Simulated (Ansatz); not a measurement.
**Predicting a hybrid from its neighbours: C2H5Cl (chloroethane)**

The species is C2H5Cl (8 atoms), meant as a singlet with charge 0. SMILES: `CCCl`. The shape is that of a PBE0-D4/def2-TZVP optimisation.

The HOMO–LUMO gap y, in eV, basis 6-311+G(d,p); a is the functional's share of exact exchange. Programs: Ansatz 0.2.0.

```
functional  program     a  y (eV)
       PBE   Ansatz     0    6.49
      BLYP   Ansatz     0    6.39
     B3LYP   Ansatz   0.2       ?
      PBE0   Ansatz  0.25    8.63
     BHLYP   Ansatz   0.5   10.35
```

Task: Fit y = c + s·a to the known rows and predict B3LYP.

Result: 
1. Means of the 4 rows: a = 0.1875, y = 7.965.
2. Σ(Δa)² = 0.17188, Σ(Δa·Δy) = 1.3587, so the slope is 1.3587/0.17188 = 7.9049.
3. Intercept: 7.965 − (7.9049) × 0.1875 = 6.483. The largest residual of the fit is 0.17.
4. B3LYP: 6.483 + (7.9049) × 0.2 = 8.06 eV.

The run gave 8.10 eV, so the prediction is off by -0.04 eV, within the largest residual. Exact exchange lowers occupied levels and raises empty ones.
